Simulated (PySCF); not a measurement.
# Simulated absorption spectrum

Sodium fluoride, NaF.
Z-matrix (Å and degrees, PBE0-D3(BJ)/def2-TZVP geometry), rows numbered from 1:
```
F 
Na  1  1.9229
```

The calculation used TDDFT CAM-B3LYP/aug-cc-pVTZ, vertical, gas phase, core orbitals frozen in the response in PySCF 2.14.0, density-fitted response routines. Isolated species at its PBE0-D3(BJ)/def2-TZVP geometry, gas phase.

Computed states:

```json
{"state": "S1", "E (eV)": "4.49", "f": "0.013"}
{"state": "S2", "E (eV)": "4.49", "f": "0.013"}
{"state": "S3", "E (eV)": "4.87", "f": "0.050"}
{"state": "S4", "E (eV)": "6.47", "f": "0.0000"}
{"state": "S5", "E (eV)": "6.47", "f": "0.0000"}
{"state": "S6", "E (eV)": "6.48", "f": "0.0000"}
{"state": "S7", "E (eV)": "6.68", "f": "0.0091"}
{"state": "S8", "E (eV)": "6.68", "f": "0.0091"}
{"state": "S9", "E (eV)": "6.70", "f": "0.022"}
```

Each state is given a Gaussian of 0.4 eV full width at half maximum, with ε(max) = 2.175×10⁸ f / Δν̃ (Δν̃ the width in cm⁻¹). The width is an assumption, not a result. The curve ends short of the highest state used, and states not computed would add to its high-energy end.

Question: Give the broadened spectrum and its maxima.

Answer: 
E (eV), ε (L mol⁻¹ cm⁻¹) and a bar:
```
     3.89          3 
     3.99         22 
     4.09        107 #
     4.18        329 ###
     4.28        824 #######
     4.37       1423 ############
     4.47       1988 #################
     4.57       2330 ####################
     4.66       2681 #######################
     4.76       3260 ############################
     4.85       3547 ##############################
     4.95       3064 ##########################
     5.05       1928 ################
     5.14        952 ########
     5.24        313 ###
     5.33         86 #
     5.43         15 
     5.53          2 
     5.62          0 
     5.72          0 
     5.81          0 
     5.91          0 
     6.01          1 
     6.10          7
```

Maxima: 256 nm (4.85 eV), ε about 3500, made up of S3 (94%) (ε in L mol⁻¹ cm⁻¹; maxima over ε = 5, shares over 10%). At its high-energy end, 6.10 eV, the curve is still rising (ε about 6.5, from S7, S8 and S9).

Question: On this curve, what absorbance would a 10⁻⁴ mol/L sample give at 308 nm over a 1 cm path?

Answer: 308 nm is 4.025 eV, where ε is about 41 L mol⁻¹ cm⁻¹, so A = ε c l ≈ 0.0041 (Beer–Lambert, with the gas-phase spectrum and the assumed width).

Question: Coming from long wavelengths, where does ε first pass 100 L mol⁻¹ cm⁻¹?

Answer: At about 303 nm (4.09 eV), 0.41 eV below S1.

Question: What would ε be at 4.85 eV, the highest of these maxima, with half the width (0.2 eV)?

Answer: About 6570 L mol⁻¹ cm⁻¹ against 3550, a factor of about 1.9; a lone state at its own centre would give exactly 2.
